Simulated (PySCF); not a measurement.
**Which is lower?**

Two relaxed structures of NaAlHCl, closed shell (PBE0-D4/def2-TZVP; forces vanish, vibrations not checked).

A:

```
4
angstrom
Na -2.6813 -0.3543 -0.0442
Al 0.1487 0.1971 -0.1476
Cl 1.3931 -1.0805 1.0772
H 1.1390 1.2342 -0.8892
```

B:

Na1  (2.945, -0.305, 1.626)
Al2  (0.242, -0.039, -0.060)
Cl3  (0.750, -1.554, 1.740)
H4  (1.909, 0.626, 0.134)
(Å)

Program: PySCF 2.14 with density fitting (its default auxiliary sets; JK sets also for MP2 and CCSD(T)). Basis: def2-TZVPP. Cores are frozen in the correlated methods. The outer core shell of Li, Na, Mg and K is correlated. The def2 sets are not built for correlating such inner shells, so the correlated values are less sure here. B3LYP uses VWN-RPA correlation.

(1) Which structure is lower at CCSD(T), and by how much? (To be estimated.)

No T1 diagnostic of these runs exceeds 0.010. The restricted Hartree–Fock reference is unstable towards an unrestricted one at one or more of these structures.

## Answers

(1) The calculation gives: B, by 4.05 kcal/mol (electronic energy, against the other). By their contacts, A is NaAlHCl ([Na][AlH][Cl]) and B is NaAlHCl ([H]1[Na][Cl][Al]1).

All methods give the same order:

```csv
method,E(B) − E(A) (kcal/mol)
PBE-D4,-2.80
r2SCAN-D4,-3.22
PBE0-D4,-2.57
B3LYP-D4,-4.15
wB97M-V,-5.79
HF,-1.80
MP2,-3.10
CCSD,-4.00
CCSD(T),-4.05
```

Labels in which every atom is bracketed show which atoms are joined, not bond orders.

For scale, one of the runs: CCSD(T)/def2-TZVPP, 130 basis functions, launched by `OMP_NUM_THREADS=2 python run.py`. The run took 94 s on 2 CPU threads of an Arm Neoverse V1 (shared host), with 0.66 GiB of host memory at its peak.
